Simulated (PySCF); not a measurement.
Geometry:
```json
{"atom": "C1", "x (Å)": "-0.421", "y (Å)": "-1.197", "z (Å)": "0.398"}
{"atom": "C2", "x (Å)": "0.055", "y (Å)": "0.224", "z (Å)": "0.188"}
{"atom": "C3", "x (Å)": "-1.008", "y (Å)": "1.175", "z (Å)": "-0.317"}
{"atom": "N4", "x (Å)": "1.201", "y (Å)": "0.207", "z (Å)": "-0.811"}
{"atom": "H5", "x (Å)": "-0.854", "y (Å)": "-1.621", "z (Å)": "-0.522"}
{"atom": "H6", "x (Å)": "0.382", "y (Å)": "-1.859", "z (Å)": "0.756"}
{"atom": "H7", "x (Å)": "-1.210", "y (Å)": "-1.201", "z (Å)": "1.162"}
{"atom": "H8", "x (Å)": "0.508", "y (Å)": "0.615", "z (Å)": "1.113"}
{"atom": "H9", "x (Å)": "-0.621", "y (Å)": "2.195", "z (Å)": "-0.468"}
{"atom": "H10", "x (Å)": "-1.812", "y (Å)": "1.242", "z (Å)": "0.430"}
{"atom": "H11", "x (Å)": "-1.462", "y (Å)": "0.818", "z (Å)": "-1.255"}
{"atom": "H12", "x (Å)": "0.883", "y (Å)": "-0.144", "z (Å)": "-1.724"}
{"atom": "H13", "x (Å)": "1.969", "y (Å)": "-0.401", "z (Å)": "-0.500"}
{"atom": "H14", "x (Å)": "1.587", "y (Å)": "1.147", "z (Å)": "-0.964"}
```

Total charge +1.

Geometry: PBE0-D3(BJ)/def2-SVP; GIAO shifts from PySCF, gas phase, non-relativistic, averaged over equivalent atoms.

At PBE0/pcSseg-1 (118 basis functions, 9.5 s wall time on 1 thread of an x86-64 server CPU, shared host):
```tsv
atoms	δ (ppm)
C2	55.1
C1/C3	21.4
N4	76.0
H12/H13/H14	4.22
H8	3.72
H5/H6/H7/H9/H10/H11	1.78
```

Referencing at the same level of theory: ¹³C (σref 184.41), ¹H (σref 31.27) against TMS; NH3 for ¹⁵N (σref 265.67).

What do these become at B97-2/pcSseg-2?

Results:


| atoms | δ at B97-2/pcSseg-2 | change |
| --- | --- | --- |
| C2 | 58.6 | +3.5 |
| C1/C3 | 22.2 | +0.8 |
| N4 | 70.1 | -5.9 |
| H12/H13/H14 | 4.38 | +0.16 |
| H8 | 3.96 | +0.24 |
| H5/H6/H7/H9/H10/H11 | 1.68 | -0.10 |

Shifts are taken against calculated references (same method and geometry level): ¹³C (183.46 ppm) and ¹H (31.36 ppm) against TMS; ¹⁵N (259.60 ppm) against NH3.

The largest change is at N4 (ammonium nitrogen). Cost: 284 basis functions, 34 s wall time on 1 thread of an x86-64 server CPU, shared host.

Experimental scales use liquid or dissolved standards, which lie at an offset from isolated NH3 (liquid NH3: subtract about 20 ppm).
